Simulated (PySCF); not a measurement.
Gas-phase reaction: 3 H2BNH2 + N2 → 3 HBNH + 2 NH3

Energies from PySCF, thermal terms from the rigid-rotor harmonic-oscillator model, ideal gas at 1 bar. † marks an energy on the PBE0/def2-TZVP geometry and frequencies; other levels use their own. CCSD(T) freezes the core. 6-31G* has spherical d functions here. All species are closed-shell singlets. H2BNH2, HBNH: computed as isolated molecules; such fragments, hydroxides, amides, oligomers or adducts are transient or little studied in the gas. CCSD(T) isn't extrapolated to the basis-set limit.

CCSD(T)/def2-TZVPP† gives ΔH°(298 K) = 324 kJ.

Problem. What do r2SCAN/def2-TZVP†, HF/6-31G*, M06-2X/def2-TZVP† give?

Solution. r2SCAN/def2-TZVP†: 317 kJ; HF/6-31G*: 439 kJ; M06-2X/def2-TZVP†: 329 kJ. For scale, ΔH°(298 K) is 324 kJ at this level, 322 kJ at ωB97M-V/def2-TZVP†, and runs from 100 to 439 kJ over the 20 levels computed.
